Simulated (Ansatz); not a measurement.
We consider rock-salt HfC, described by PBE (plane waves, PAW; Ansatz, a first-principles code).

Input file:

Ansatz 0.2 input:
```yaml
crystal:
  lattice:
    - [0.0, 2.2780603924, 2.2780603924]
    - [2.2780603924, 0.0, 2.2780603924]
    - [2.2780603924, 2.2780603924, 0.0]
  atoms:
    - { symbol: Hf, position: [0.0, 0.0, 0.0] }
    - { symbol: C, position: [0.5, 0.5, 0.5] }
basis:
  ecutwfc: 520
  ecutrho_ratio: 4
  xc_grid: 2
kpoints:
  mp_grid: { grid: [20, 20, 20] }
hamiltonian:
  xc: pbe
  dispersion: none
  pseudopotentials: { kind: paw }
scf:
  occupations: { method: fermi_dirac, width: 0.05 }
  convergence: { dr2_threshold: 0.0000000002 }
output:
  forces: true
  stress: true
  eigenvalues: true
```

Output (set-up and result lines):

```
Crystal: 2 atoms, lattice volume = 23.644 Å³
Basis set: ecut = 520 eV, 609 PW (Γ), exchange–correlation on 48×48×48 points (8 copies of the dense FFT grid, shifted against one another)
Bands: 19, of which v1, the nominal top of the filled ones, is band 15 counted from 1 (14 counted from 0)
Symmetry: 48 space group operations
Space group: Fm-3m (ITA 225), of the structure as read, at distance tolerance 2.9e-5 Å
k-points: 256 of 8000
Functional: x = pbe(κ = 0.804, μ = 0.2195149727645171), c = pbe(β = 0.06672455060314922)
SCF iter   1: F=—  HF=-15974.073719 eV  |F-HF|=—  |Δ(HF+E_count)|=         —  Δρ=1.35e-3  dr2=3.68e-4
SCF iter   2: F=—  HF=-15974.073632 eV  |F-HF|=—  |Δ(HF+E_count)|=   8.70e-5  Δρ=6.56e-4  dr2=3.83e-5
  ...
SCF iter   7: F=—  HF=-15974.073645 eV  |F-HF|=—  |Δ(HF+E_count)|=   1.57e-9  Δρ=2.63e-6  dr2=6.40e-10
SCF iter   8: F=-15974.073645 eV  HF=-15974.073645 eV  |F-HF|=7.28e-12  |Δ(HF+E_count)|=  4.91e-11  Δρ=3.07e-7  dr2=1.02e-11
SCF 1 converged in 8 iterations: F = -15974.073645 eV  dr2 = 1.02e-11
SCF converged after 8 iterations
Free energy (F): -15974.073645 eV
Internal energy: -15974.071651 eV  (E = F + TS)
E sigma→0 (E₀):  -15974.072648 eV
Fermi energy:    21.514731 eV
--- Forces (eV/Å), atoms counted from 1 ---
  atom   1  Hf    -0.00000000    -0.00000000     0.00000000
  atom   2  C      0.00000000     0.00000000     0.00000000
--- Stress (GPa, compression-positive) ---
       16.368534      -0.000000       0.000000
       -0.000000      16.368534       0.000000
       -0.000000      -0.000000      16.368534
  P = ⅓ Tr σ = 16.3685 GPa (163.685 kbar)
```

The cell is one volume of an energy–volume scan, off the minimum.
